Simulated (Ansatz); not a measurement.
Input for Ansatz (a first-principles code): U-PBE/def2-TZVPP on CH3 (SMILES [CH3]), 2S+1 = 2, atoms moved off the minimum.

Ansatz 0.2 input:
```yaml
crystal:
  periodic: [false, false, false]
  atoms:
    - {symbol: C, position_ang: [-0.00188556, -0.03150275, -0.16834375]}
    - {symbol: H, position_ang: [0.92840638, -0.34371006, -0.02596437]}
    - {symbol: H, position_ang: [-0.64915396, -0.91580148, -0.00807917]}
    - {symbol: H, position_ang: [-0.26486860, 0.95600185, 0.09881701]}
basis:
  gaussian:
    orbitals: def2-TZVPP
hamiltonian:
  xc: {name: PBE}
magnetization: {spin_polarized: true, initial_magnetization: 1}
output: {forces: true}
```

Program output:

```
WARN ansatz: RAYON_NUM_THREADS=1 ignored (pool sized by the plan → 1); use --threads N
Functional definition: PBE
integrals: 0.01 GiB planned
357 factors; their error is unknown
mean field: 0.14 GiB planned
mean field evaluation 1: about -1077.7118 eV, gradient 3.1e1 eV
mean field evaluation 2: about -1074.4494 eV, gradient 3.7e1 eV
mean field evaluation 4: about -1082.3550 eV, gradient 5.6e-1 eV
mean field evaluation 8: about -1082.3485 eV, gradient 4.4e-3 eV
mean field -1082.34852148 eV, -39.7755745223 hartree, gradient 1.4e-5 eV, S^2 0.753185; 0 other end points of the search recorded, 0 dependent functions left out
the calculation of the forces begins
reference -1082.34854907 eV, -39.7755755362 hartree; 5, 4 occupied and 68, 69 virtual orbitals, 357 factors
Total energy: -1082.34854907 eV, -39.7755755362 hartree
Atom 0 at    -0.001886    -0.031503    -0.168344 Å, force    -3.543063    -1.017471    -0.078537 eV/Å
Atom 1 at     0.928406    -0.343710    -0.025964 Å, force     4.513340    -0.829682     0.278247 eV/Å
Atom 2 at    -0.649154    -0.915801    -0.008079 Å, force    -0.417484     0.854014    -0.303532 eV/Å
Atom 3 at    -0.264869     0.956002     0.098817 Å, force    -0.552792     0.993139     0.103822 eV/Å
Dipole moment:     0.018069    -0.012315     0.082524 e Å
```

The calculation finished and met its thresholds.

Cost: around 0.4 core-seconds (rough).
